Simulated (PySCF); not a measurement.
Ligands exchanged one at a time, B F-CH3. Gas-phase values, no solvent. Strings in code marks are SMILES.

Computed with TPSSh-D3(BJ)/def2-TZVP // PBE0-D3(BJ)/def2-TZVP (PySCF 2.14.0). Excitations are Tamm–Dancoff values on a coarser integration grid. The basis has no diffuse functions, so Rydberg states are missing or too high.

| species | T1 excitation (TDA) (eV) | HOMO–LUMO gap (eV) |
|---|---|---|
| 0 of 3 F replaced by CH3 (`B(F)(F)F`) | 10.17 | 11.18 |
| 1 of 3 F replaced by CH3 | 7.81 | [?] |
| 2 of 3 F replaced by CH3 (`CB(C)F`) | 6.21 | [?] |
| 3 of 3 F replaced by CH3 (`CB(C)C`) | 5.90 | 7.19 |

**Question.** Complete the blanks.

**Answer.** 
- 1 of 3 F replaced by CH3, HOMO–LUMO gap (eV): 9.29
- 2 of 3 F replaced by CH3 (`CB(C)F`), HOMO–LUMO gap (eV): 7.54
